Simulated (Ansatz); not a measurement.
Mulliken charges of C₂H₃F₃, SMILES `FCC(F)F` from r2SCAN/def2-TZVPP in Ansatz (PBE0-D4/def2-TZVP geometry).

| atom | x (Å) | y (Å) | z (Å) | charge (e) |
| --- | --- | --- | --- | --- |
| F1 | -0.933 | 1.480 | 0.307 | -0.231 |
| C2 | 0.037 | 0.541 | 0.551 | 0.167 |
| C3 | -0.058 | -0.552 | -0.485 | 0.338 |
| F4 | 0.815 | -1.534 | -0.147 | -0.206 |
| F5 | 0.296 | -0.081 | -1.701 | -0.198 |
| H6 | -0.117 | 0.114 | 1.545 | 0.044 |
| H7 | 1.022 | 1.013 | 0.493 | 0.053 |
| H8 | -1.062 | -0.981 | -0.563 | 0.034 |

Problem. By hand: the dipole of these point charges (1 e Å = 4.8032 D).

Solution. Σ q r = (-0.011, -0.081, 0.299) e Å, of length 0.310 e Å = 1.49 D.

Problem. How does the dipole of the full density compare? (An estimate is asked.)

Solution. Ansatz gave: (-0.042, -0.083, 0.287) e Å, 1.45 D; the point charges give 1.03 times that, at 6° from its direction.

Point charges leave out the atoms' own dipoles, such as those of lone pairs, and Mulliken's split depends on the basis, so the close match here is no proof of good charges.
